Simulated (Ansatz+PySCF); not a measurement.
Two shapes of singlet CH4.

Shape 1:

```xyz
5

C     0.0000    0.0000    0.0000
H     0.9510    0.9510    0.9510
H     0.6340   -0.6340   -0.6340
H    -0.6340    0.6340   -0.6340
H    -0.6340   -0.6340    0.6340
```

Shape 2:

```xyz
5

C     0.0000    0.0000    0.0000
H     1.9020    1.9020    1.9020
H     0.6340   -0.6340   -0.6340
H    -0.6340    0.6340   -0.6340
H    -0.6340   -0.6340    0.6340
```

Basis set: 6-31G (spherical functions). Frozen core: 1 orbital. Charge 0, multiplicity 1.

Computed with Ansatz (development build ahead of 0.2.0); each method stands on the lowest determinant of its kind that the runs found.

(1) Which shape is lower in energy, and by how much in each method?

Results:

(1)

| method | E(2) − E(1) (eV) |
| --- | --- |
| RHF | 5.933 |
| UHF-MP2 | 2.471 |
| UHF-CCSD | 2.686 |
| UHF-CCSD(T) | 2.728 |
| full CI (lowest root of this spin) | 2.698 |

Shape 1 is lower. Caution for RHF: an unrestricted determinant lies well below. Caution for UHF-MP2, UHF-CCSD, UHF-CCSD(T): bonds are stretched, where a single reference can fail; the unrestricted determinant is a mixture of spin states.
